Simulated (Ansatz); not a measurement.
System: hcp Tl. Method: PBE (Ansatz, a quantum-chemistry and plane-wave program, PAW).

Run with plane-wave cutoff 520 eV, 18×18×10 k mesh (along the axes of the cell as run), Fermi–Dirac smearing 0.05 eV, scalar-relativistic PAW data made under PBE.

Energies at three volumes about the minimum:

```json
[
 {"V (Å³/atom)": "30.790", "E − E_lowest (meV/atom)": "1.13"},
 {"V (Å³/atom)": "31.418", "E − E_lowest (meV/atom)": "0.00"},
 {"V (Å³/atom)": "32.047", "E − E_lowest (meV/atom)": "0.94"}
]
```

Q: Fit a parabola by hand: where is the minimum, and what is the bulk modulus?

A: Slopes: (0.00 − 1.13)/(31.418 − 30.790) = -1.799 and (0.94 − 0.00)/(32.047 − 31.418) = 1.494 meV/Å³. Curvature E″ = 2 × (1.494 − (-1.799))/(32.047 − 30.790) = 5.239 meV/Å⁶. From the middle of the first interval, the slope vanishes at V0 = 31.1040 − (-1.799)/5.239 = 31.447 Å³/atom. B = V0 E″ = 31.447 × 5.239 meV/Å³ × 0.1602 GPa per meV/Å³ = 26.4 GPa. The full Birch–Murnaghan fit to all volumes gives V0 = 31.433 Å³/atom and B0 = 26.2 GPa.

Shape and atoms are relaxed at each volume.

Measured, for comparison: bulk modulus 37.4 GPa (copied from a table, unchecked, extrapolated to 0 K and zero-point effects removed; as tabulated in Lejaeghere et al. (2013), arXiv:1204.2733). Computed (rounded) less measured: bulk modulus not scored (unchecked).

Note: the cell is over a tenth larger than the published one: the level's own overestimate first of all, though another phase or state, or a fault of the published cell, is possible; the bulk modulus comes from volumes at which shape and atoms were relaxed.
